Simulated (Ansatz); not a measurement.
Results of RPBE in Ansatz (PAW) for pyrite RuS2.

Run with plane-wave cutoff 520 eV, 6×6×6 k mesh, Fermi–Dirac smearing 0.01 eV, no spin polarisation, scalar-relativistic PAW data made under PBE.

Cell (measured lattice):

Space group Pa-3 (No. 205); a = b = c = 5.610 Å, α = β = γ = 90.00°

| atom | site | symmetry | x | y | z |
|---|---|---|---|---|---|
| Ru | 4a | .-3. | 0.0000 | 0.0000 | 0.0000 |
| S | 8c | .3. | 0.3862 | 0.3862 | 0.3862 |

Task: Estimate the band gap and smallest direct gap on the k points sampled that the calculation returns.

Result: 
band gap: 0.53 eV
smallest direct gap on the k points sampled: 0.80 eV

Note: cell and atoms aren't relaxed at this level (largest force component 0.06 eV/Å, pressure 6.9 GPa).

Spin–orbit coupling is not included.

Static lattice: no zero-point or thermal effects.

It cost about 60 core-seconds (a rough figure) of CPU time.

Ansatz is a first-principles code.
